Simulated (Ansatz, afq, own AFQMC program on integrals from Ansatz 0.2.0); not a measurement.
**GeNH₂, quartet: AFQMC among the cluster methods**

```yaml
atoms:
  - { symbol: Ge, position_ang: [-0.0382, 0.0000, 0.3266] }
  - { symbol: N, position_ang: [0.0800, 0.0000, -1.8170] }
  - { symbol: H, position_ang: [0.8196, -1.3891, 0.8557] }
  - { symbol: H, position_ang: [0.8196, 1.3891, 0.8557] }
```

Connectivity, by distances: GeH2–N.

Basis cc-pVDZ. Only valence electrons are correlated. AFQMC by an in-house program on the Cholesky factors that Ansatz 0.2.0 writes for its CCSD(T) run. ph-AFQMC/CISD is guided by a CISD state made of CCSD amplitudes; releasing the constraint for a short imaginary time cuts its bias at the price of noise, slowly where states lie close. ± is one standard error of the sampling. No spin–orbit coupling.

Determinant: UHF, the one that the program's search chose, which needn't be the lowest solution. The geometry is a point of a scan.

No full CI on the walks' own integrals is used here; CCSDT(Q) serves as the reference and is uncertain by about the last step of the cluster series.

Cautions: no relativity below Rb; no spin-orbit coupling; inner d shell frozen; lower spins were not checked; unrestricted determinant spin contaminated (⟨S²⟩ 3.88 against 3.75).

* T1 diagnostic: 0.0289
* weight of the determinant in the CISD state: 0.870
* ⟨S²⟩ of the determinant: 3.876
* size of the correlated space: 11 electrons in 36 orbitals

Reference: CCSDT(Q), correlation energy -6.068 eV. The released energy is read at 1.62 1/Eh, later times being too noisy (meV from the phaseless value at times in 1/Eh: -1 ± 12 at 0.24, -16 ± 10 at 0.51, -20 ± 13 at 0.99, -16 ± 15 at 1.62, -35 ± 23 at 2.40).

| level | E − E(reference) (meV) | share of correlation (%) |
| --- | --- | --- |
| HF | 6067.9 | 0.00 |
| MP2 | 1394.0 | 77.03 |
| CCSD | 210.4 | 96.53 |
| CCSD(T) | 57.2 | 99.06 |
| CCSDT | 11.3 | 99.81 |
| ph-AFQMC/HF | -18.2 ± 48.4 | 100.30 |
| ph-AFQMC/CISD | 25.5 ± 9.7 | 99.58 |
| released AFQMC | 9.5 ± 15.5 | 99.84 |

A walk keeps the symmetry of its determinant, which the program's search chose and which needn't be the lowest solution, so a lower state of the same spin and another symmetry isn't excluded. Released energies are given only where the last usable release times agree within the noise; a slower fall can still hide under it.
